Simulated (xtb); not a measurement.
C₅H₄N, charge +2, doublet, at a GFN2-xTB geometry of the parent state (a state made from the parent by changing its charge; the spin is typed, not shown lowest); GFN1-xTB run with xtb.

The xtb input:
```
$ xtb mol.xyz --gfn 1 --chrg 2 --uhf 1 --json

# file mol.xyz
10

N     -0.00964627     0.06176618     1.39312429
C      0.01052145     0.05563648    -1.32151880
C      0.00843127     1.16003225     0.73652206
C     -0.01902078    -1.10785450     0.76767008
C     -0.00911288    -1.14219824    -0.61640106
C      0.01996666     1.26655828    -0.63906399
H      0.01851369     0.04961327    -2.40308632
H     -0.03428343    -2.00036717     1.37795163
H     -0.01659046    -2.08816683    -1.13625412
H      0.03516978     2.21351181    -1.15373102
```

It wrote (shortened):

```
   ID    Z sym.   atoms
    1    7 N      1
    2    6 C      2-6
    3    1 H      7-10

           -------------------------------------------------
          |                Calculation Setup                |
           -------------------------------------------------

           -------------------------------------------------
          |                 G F N 1 - x T B                 |
           -------------------------------------------------

          ...................................................
          :                      SETUP                      :
          :.................................................:
          :  # basis functions                  32          :
          :  # atomic orbitals                  32          :
          :  # shells                           20          :
          :  # electrons                        27          :
          :  # halogen bonds                     0          :
          :  max. iterations                   250          :
          :  Hamiltonian                  GFN1-xTB          :
          :  restarted?                      false          :
          :  GBSA solvation                  false          :
          :  PC potential                    false          :
          :  electronic temp.          300.0000000     K    :
          :  accuracy                    1.0000000          :
          :  -> integral cutoff          0.2500000E+02      :
          :  -> integral neglect         0.1000000E-07      :
          :  -> SCF convergence          0.1000000E-05 Eh   :
          :  -> wf. convergence          0.2000000E-04 e    :
          :  Broyden damping             0.4000000          :
          :  net charge                          2          :
          :  unpaired electrons                  1          :
          ...................................................

 iter      E             dE          RMSdq      gap      omega  full diag
   1    -14.6491596 -0.146492E+02  0.883E+00    2.05       0.0  T
   2    -14.5493186  0.998410E-01  0.547E+00    1.31       1.0  T
   3    -14.4038785  0.145440E+00  0.520E+00    2.32       1.0  T
   4    -14.7411914 -0.337313E+00  0.113E+00    1.84       1.0  T
   5    -14.7598748 -0.186834E-01  0.513E-01    1.95       1.0  T
   6    -14.7643823 -0.450754E-02  0.895E-02    1.83       1.0  T
   7    -14.7644488 -0.664747E-04  0.389E-02    1.86       1.0  T
   8    -14.7644683 -0.194602E-04  0.225E-02    1.86       1.4  T
[...]
         :: total energy             -14.501979964108 Eh    ::
[...]
             Fermi-level           -0.9122351 Eh          -24.8232 eV

  Mulliken/CM5 charges         n(s)   n(p)   n(d)
     1N     0.06518 -0.12873   1.490  3.445  0.000
     2C     0.11630  0.06305   1.112  2.771  0.000
     3C     0.42128  0.50429   1.121  2.458  0.000
     4C     0.23863  0.26344   1.080  2.682  0.000
     5C     0.08140  0.03168   1.105  2.814  0.000
     6C     0.10127  0.05426   1.103  2.795  0.000
     7H     0.23925  0.29558   0.761  0.000  0.000
     8H     0.26695  0.33310   0.733  0.000  0.000
     9H     0.21270  0.26958   0.787  0.000  0.000
    10H     0.25703  0.31375   0.743  0.000  0.000

Wiberg/Mayer (AO) data.
largest (>0.10) Wiberg bond orders for each atom

 ---------------------------------------------------------------------------
     #   Z sym  total        # sym  WBO       # sym  WBO       # sym  WBO
 ---------------------------------------------------------------------------
     1   7 N    3.510 --     3 C    1.769     4 C    1.349     2 C    0.180
     2   6 C    3.933 --     5 C    1.389     6 C    1.365     7 H    0.837
                             1 N    0.180     3 C    0.102
     3   6 C    3.723 --     1 N    1.769     6 C    1.483     5 C    0.146
                             4 C    0.114     2 C    0.102
     4   6 C    3.831 --     5 C    1.366     1 N    1.349     8 H    0.804
                             6 C    0.131     3 C    0.114
     5   6 C    3.900 --     2 C    1.389     4 C    1.366     9 H    0.892
                             3 C    0.146
     6   6 C    3.910 --     3 C    1.483     2 C    1.365    10 H    0.819
                             4 C    0.131
     7   1 H    0.936 --     2 C    0.837
     8   1 H    0.911 --     4 C    0.804
     9   1 H    0.951 --     5 C    0.892
    10   1 H    0.920 --     6 C    0.819
 ---------------------------------------------------------------------------

Topologies differ in total number of bonds
Writing topology from bond orders to xtbtopo.mol

 dipole moment from electron density (au)
     X       Y       Z
   0.0041   0.0110  -0.5346  total (Debye):    1.359

           -------------------------------------------------
          | TOTAL ENERGY              -14.501979964108 Eh   |
          | GRADIENT NORM               0.102364769240 Eh/α |
          | HOMO-LUMO GAP               1.852412282001 eV   |
           -------------------------------------------------

normal termination of xtb
```
